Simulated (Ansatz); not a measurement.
Two shapes of doublet CH₄(+).

Shape 1:

```xyz
5

C    -0.1277    0.0585   -0.0720
H     0.6539    0.7727   -0.4211
H    -0.3698   -0.7590   -0.8042
H    -0.8501    0.3486    0.7510
H     1.8275   -1.0095    1.3524
```

Shape 2:

```xyz
5

C    -0.1946    0.1070   -0.1210
H     0.6643    0.6783   -0.5408
H    -0.3663   -0.8539   -0.6814
H    -0.6498    0.3882    0.9020
H     2.4103   -1.4375    1.7826
```

Basis set: def2-SVP (spherical functions). Left uncorrelated: 1 orbital. Charge 1, multiplicity 2.

Computed with Ansatz (development build ahead of 0.2.0); each method stands on the lowest determinant of its kind that the runs found.

Question: Which shape is lower in energy, and by how much in each method?

Answer:

```
             method  E(2) − E(1) (eV)
                UHF             0.080
            UHF-MP2             0.119
PBE0 (unrestricted)             0.306
```

Shape 1 is lower. Caution for UHF-MP2: bonds are stretched, where a single reference can fail. Caution for PBE0 (unrestricted): charge can spread falsely over distant fragments.
